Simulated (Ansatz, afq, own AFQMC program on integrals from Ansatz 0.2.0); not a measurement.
Integrals from Ansatz 0.2.0, then the random walk in our own AFQMC program (afq).

```yaml
crystal:
  periodic: [false, false, false]
  atoms:
    - {symbol: C, position_ang: [0.000000, -0.004652, 0.807522]}
    - {symbol: C, position_ang: [0.000000, 0.001136, -0.874200]}
    - {symbol: H, position_ang: [0.000000, -1.155932, 1.269510]}
    - {symbol: H, position_ang: [0.995100, 0.588555, 1.273067]}
    - {symbol: H, position_ang: [-0.995100, 0.588555, 1.273067]}
    - {symbol: H, position_ang: [0.000000, -1.042673, -1.524418]}
    - {symbol: H, position_ang: [0.000000, 1.063389, -1.496691]}
basis:
  gaussian: {orbitals: 6-31G}
magnetization: {spin_polarized: true, initial_magnetization: 1}
correlation: {method: ccsd_t, electrons: outside_noble_gas, hamiltonian_folder: ham}
```

```sh
$ ansatz run in.yaml --threads 1 --pin off --events-out ev --progress --plain --max-ram 1382MiB
```

afq runs on the folder ham with

```
--method free --trial cisd --walkers 60 --time-step 0.03 --max-blocks 80 --target-error 0.00043 --factor-cut 1e-05 --seed 9402 --times 0,0.21,0.42,0.81,1.2,1.8,2.4,3 --taylor-order 8
```

Times are imaginary, in 1/Eh. The walk had a cap of 542 s.

afq prints:

```
orbitals 26  electrons 7 6  factors 188 of 414
reference energy -78.48595819 Eh
CCSD correlation -0.21792146 Eh in 11 cycles, weight of the determinant in the CISD state 0.8846
repeat  energy at the last time / Eh  error
    10  -78.708380  0.001173
    20  -78.709992  0.000875
    30  -78.709318  0.000731
    40  -78.709399  0.000674
    50  -78.709593  0.000587
    60  -78.709649  0.000516
    70  -78.709605  0.000474
    80  -78.709474  0.000423
time / (1/Eh)  energy / Eh  error  mean overlap
  0.00  -78.704061  0.000221  1.1316
  0.21  -78.706436  0.000224  1.1379
  0.42  -78.708075  0.000229  1.1310
  0.81  -78.709422  0.000238  1.1166
  1.20  -78.709215  0.000243  1.1294
  1.80  -78.709622  0.000319  1.1400
  2.40  -78.710916  0.000423  1.1142
  3.00  -78.709474  0.000423  1.1234
energy -78.709474 +/- 0.000423 Eh
```

The run passed its tests (error under three times the target), which doesn't prove that it has relaxed.

Against this walk (error 11.5 meV) on the same determinant: CCSD(T) 17.6 meV higher (within the noise), CCSDT(Q) 8.1 meV lower (within the noise). The error is statistical, and a free projection of finite length keeps a remainder of its start. The last points scatter (meV from the last: 1 ± 6 at 0.81, 7 ± 7 at 1.20, -4 ± 9 at 1.80, -39 ± 12 at 2.40, 0 ± 12 at 3.00); the last is the one printed as the energy, and the gaps above move with that scatter.

Cautions: remainder of the start not in the error.

The walk took 95 s on 1 thread of Arm Neoverse V2, on a shared host. The log's last line is the free-projection energy.

CCSDT and higher add their correlation energy to the determinant of the CCSD(T) run, since their own runs factorise the integrals more tightly (a shift of under 2 meV). A walk keeps the symmetry of its determinant, which the program's search chose and which needn't be the lowest solution, so a lower state of the same spin and another symmetry isn't excluded.
